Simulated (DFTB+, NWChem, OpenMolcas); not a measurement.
CS (carbon monosulfide): methods side by side

The species is CS (2 atoms), meant as a singlet with charge 0. SMILES: `[C-]#[S+]`. Geometry: the measured bond length.

```tsv
atom	x (Å)	y (Å)	z (Å)
C	0.0000	0.0000	0.0000
S	0.0000	0.0000	1.5349
```

Each level gives the lowest excitation energy (eV). The values are calculated.

```tsv
level	kind	program	value (eV)
DFTB2	semi-empirical	DFTB+	3.57
TDA-PW91/jorge-DZP-DKH (DKH2)	perturbation theory	NWChem	?
TD-ACM/aug-pcseg-1	perturbation theory	NWChem	4.89
TD-CAM-B3LYP/cc-pVTZ-DK (sfX2C)	perturbation theory	NWChem	?
EOM-CCSD/3-21G	coupled cluster or CI	NWChem	5.23
FCI/STO-3G	exact in the basis	OpenMolcas	5.81
```

Question: Estimate what the levels marked ? give.

Answer: As computed at these levels: TDA-PW91/jorge-DZP-DKH (DKH2): 5.00 eV; TD-CAM-B3LYP/cc-pVTZ-DK (sfX2C): 4.83 eV. The values span 3.57 to 5.81 eV. High-level rows in very small sets aren't better than simpler rows in larger ones.
